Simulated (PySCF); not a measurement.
## SF2: one-bond stretch

Method: PySCF, r2SCAN, basis S def2-TZVP, F def2-TZVP (no relativity, density fitting).

Rigid scan from the singlet minimum (S–F 1.602 Å (×2); F–S–F 98.7°). Coordinate: the bond from S to the last atom (F) scaled, the rest fixed. Energies in kJ/mol from the minimum.

```csv
scale of one bond,E (kJ/mol),dipole size (D)
0.92,30.0,0.84
0.96,6.6,0.86
1.00,0.0,1.00
1.05,7.8,1.26
1.12,36.8,1.69
1.20,83.0,2.17
1.35,178.6,2.95
1.55,290.6,–
1.80,388.7,–
2.20,470.8,–
```

At long bonds a restricted determinant can lie too high, and another spin state can fall below this curve.

The scan took 97 s on 2 threads of a shared Intel Xeon Platinum 8488C (Sapphire Rapids) host; the process peaked at 0.83 GiB.
